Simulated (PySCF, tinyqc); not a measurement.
Inside a calculation. Method: LCCD on RHF in the sto-6g basis, frozen core, for BH, spin multiplicity 1. The lowest restricted solution is unstable here: a spin-polarised one lies 0.0063 hartree lower (PySCF). One step of it, computed by the program tinyqc.

Problem. LCCD: starting amplitudes. t_ij^ab = <ij||ab> / (e_i + e_j - e_a - e_b), whose energy is MP2.

orbital energies (hartree): [-7.476275, -0.468790, -0.236912, 0.245848, 0.245848, 0.372716]

Two-electron integrals over orbitals (pq|rs), unique and non-zero (hartree); the lowest 1 orbital is frozen and left out:
```
(22|22) 0.472431    (32|22) 0.001256    (32|32) 0.119150    (33|22) 0.432851
(33|32) -0.004730   (33|33) 0.471982    (42|42) 0.087131    (43|42) -0.040119
(43|43) 0.034870    (44|22) 0.479625    (44|32) -0.078125   (44|33) 0.425647
(44|44) 0.587109    (52|52) 0.087131    (53|52) -0.040119   (53|53) 0.034870
(54|54) 0.031641    (55|22) 0.479625    (55|32) -0.078125   (55|33) 0.425647
(55|44) 0.523827    (55|55) 0.587109    (62|22) 0.055353    (62|32) -0.017013
(62|33) -0.023318   (62|44) 0.080082    (62|55) 0.080082    (62|62) 0.092306
(63|22) 0.028525    (63|32) -0.111673   (63|33) 0.007526    (63|44) 0.097293
(63|55) 0.097293    (63|62) 0.058053    (63|63) 0.143879    (64|42) 0.027651
(64|43) 0.003212    (64|64) 0.026174    (65|52) 0.027651    (65|53) 0.003212
(65|65) 0.026174    (66|22) 0.474834    (66|32) 0.052666    (66|33) 0.464966
(66|44) 0.440414    (66|55) 0.440414    (66|62) 0.022864    (66|63) -0.026316
(66|66) 0.532993
```

Give: Starting amplitudes; correlation energy.

Solution.

Starting amplitudes (spin orbitals 1a, 1b, ...; amplitudes related by a flip of all spins are not repeated):
```
from      to        t
3a 3b  6a 6b  -0.1180
2a 2b  4a 4b  -0.0610
2a 2b  5a 5b  -0.0610
2a 2b  6a 6b  -0.0548
2a 3b  6a 6b  -0.0400
3a 3b  4a 4b  -0.0361
3a 3b  5a 5b  -0.0361
2a 3b  4a 4b   0.0335
2a 3b  5a 5b   0.0335
```

correlation energy = -0.045205 hartree
